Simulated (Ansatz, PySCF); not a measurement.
Gas-phase reaction in SMILES: CCO [ethanol] + H+ -> CC[OH2+]
Each molecule is optimised on its own at B3LYP-D3(BJ)/def2-TZVP (Ansatz, a first-principles code), one conformer each, not searched for the lowest.

Wanted: proton affinity (enthalpy at 298 K, with B3LYP-D3(BJ) rigid-rotor harmonic-oscillator terms from PySCF), positive where the reaction releases energy, in kcal/mol. Cores are frozen in the correlated levels unless marked. Spin-orbit coupling is left out. Non-relativistic. Basis-set limits of correlation are two-point, X^-3; Hartree-Fock from the larger set. The bracket is a focal-point correction in the basis named.

RI-MP2/CBS(cc-pVTZ,cc-pVQZ)+[CCSD(T)-MP2]/cc-pVTZ (Ansatz) gives 185.9 kcal/mol.

### Question
Another calculation gave 184.7 kcal/mol. Which level was it?
A) TPSSh/def2-TZVPD (PySCF)
B) SVWN5/def2-TZVPD (Ansatz)
C) B2PLYP/def2-TZVPD (Ansatz)

### Answer
C, B2PLYP/def2-TZVPD (Ansatz). The others give 188.0 (TPSSh), 179.2 (SVWN5) kcal/mol.
